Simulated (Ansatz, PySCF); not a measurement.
Molecule: NH₂ (charge 0, doublet). 
Geometry from a B3LYP-D3(BJ)/def2-TZVP (Ansatz, an electronic-structure program) optimisation:
SMILES: [NH2]
```xyz
3

N      0.0046     0.0019     0.1418
H     -0.0276     0.7996    -0.5065
H     -0.0044    -0.8126    -0.4860
```
Charge 0, spin multiplicity 2.

Dipole moments at this geometry, in debye (magnitudes).

```
level                 program  dipole (D)
--------------------  -------  ----------
SVWN5/def2-TZVPD       Ansatz        1.78
PBE/def2-TZVPD         Ansatz        1.71
TPSS/def2-TZVPD         PySCF        1.72
M06-L/def2-TZVPD        PySCF        1.73
B3LYP/def2-TZVPD       Ansatz        1.76
PBE0/def2-TZVPD        Ansatz        1.77
r2SCANh/def2-TZVPD     Ansatz        1.78
r2SCAN0/def2-TZVPD     Ansatz           ?
M06-2X/def2-TZVPD       PySCF        1.79
MN15/def2-TZVPD         PySCF        1.80
HSE06/def2-TZVPD       Ansatz        1.77
CAM-B3LYP/def2-TZVPD   Ansatz        1.81
wB97M-V/def2-TZVPD     Ansatz        1.79
CCSD(T)/aug-cc-pVDZ    Ansatz           ?
```

Complete the blanks.


- r2SCAN0/def2-TZVPD, dipole (D): 1.80
- CCSD(T)/aug-cc-pVDZ, dipole (D): 1.76
